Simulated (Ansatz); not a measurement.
The first iterations of a band of CH$_{3}$BF (6 atoms, charge 0, multiplicity 2).

Theory: Ansatz 0.2.0, UKS BHLYP/cc-pVDZ.

```json
{"movable images": "5", "climbing image": "yes", "spring": "5.0 eV/Å²", "optimiser": "quadratic models (default)", "start path": "through a guess of the saddle point", "force threshold": "0.05 eV/Å", "iteration limit": "60", "end points": "relaxed"}
```

Initial state:

```xyz
6
Properties=species:S:1:pos:R:3
C -0.309 0.309 -0.175
B 0.284 -1.072 0.235
F 1.493 -1.222 0.740
H -1.227 0.501 0.391
H 0.398 1.130 -0.006
H -0.598 0.292 -1.232
```

Final state:

```xyz
6
Properties=species:S:1:pos:R:3
C 0.048 0.590 -0.517
B -0.087 -0.572 0.463
F 1.010 -1.058 1.049
H -1.132 -1.090 0.740
H 1.010 1.040 -0.753
H -0.807 1.026 -1.027
```

| iteration | highest image above the first end (eV) | largest band force component (eV/Å) |
| --- | --- | --- |
| 1 | 2.844 | 3.355 |
| 2 | 2.007 | 2.004 |
| 3 | 1.611 | 1.205 |

Does the band converge within its limit, and where does its top end?

The run converged. It ended after 10 iterations with the highest image 1.588 eV above the first end. Neighbouring images differ by up to 1.4 eV, so the band resolves the path poorly. A vibrational analysis at the climbing image gives one clearly imaginary mode, 1563i cm⁻¹: a first-order saddle point.

The run took 3.8 min on 1 thread of Intel(R) Xeon(R) Processor @ 2.50GHz (Skylake/Cascade Lake), with other jobs on the host, peak memory 0.13 GiB.
